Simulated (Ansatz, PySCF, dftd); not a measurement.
Reaction: Si2H6 (SMILES [SiH3][SiH3]) → Si2H6+ (parent SMILES [SiH3][SiH3], doublet) + e-
Each species at its own B3LYP-D3(BJ)/def2-TZVP minimum (Ansatz, a quantum-chemistry and plane-wave program).

Property: adiabatic ionisation energy (0 K, zero-point energies from PySCF's Hessians at B3LYP-D3(BJ)/def2-TZVP), in eV. Open shells are spin-unrestricted; no spin-orbit coupling. Correlated methods leave the cores frozen. Rows without X2C or -DK are non-relativistic. CBS(X,Y): correlation extrapolated as X^-3, Hartree-Fock from the larger set. A bracket is a step between two methods taken in the basis named. The functionals are non-relativistic, so their misses hold any scalar relativity. '+ core + X2C': CCSD(T) terms for core correlation (cc-pwCVTZ, 1s frozen past Ne) and scalar relativity (cc-pVTZ-DK).

Measured: 9.74 eV (CCCBDB table in ASE).

```tsv
level	program	adiabatic ionisation energy (eV)	error against that value
B3LYP/def2-TZVPD	Ansatz	9.50	-0.24
PBE0-D3(BJ)/def2-TZVPD	Ansatz + dftd3	9.49	-0.25
CAM-B3LYP-D3(BJ)/def2-TZVPD	Ansatz + dftd3	9.54	-0.20
MP2/cc-pV(T+d)Z	Ansatz	9.48	-0.26
MP2/CBS(cc-pV(T+d)Z,cc-pV(Q+d)Z)	Ansatz	9.60	-0.14
CCSD/cc-pV(Q+d)Z	Ansatz	9.53	-0.21
CCSD(T)/CBS(cc-pV(T+d)Z,cc-pV(Q+d)Z) + core + X2C	Ansatz	9.67	-0.07
CCSDT(Q)/cc-pV(D+d)Z	Ansatz	9.40	-0.34
CCSD(T)/CBS(cc-pV(T+d)Z,cc-pV(Q+d)Z) + [CCSDT(Q) - CCSD(T)]/cc-pV(D+d)Z + core + X2C	Ansatz	9.67	-0.07
```
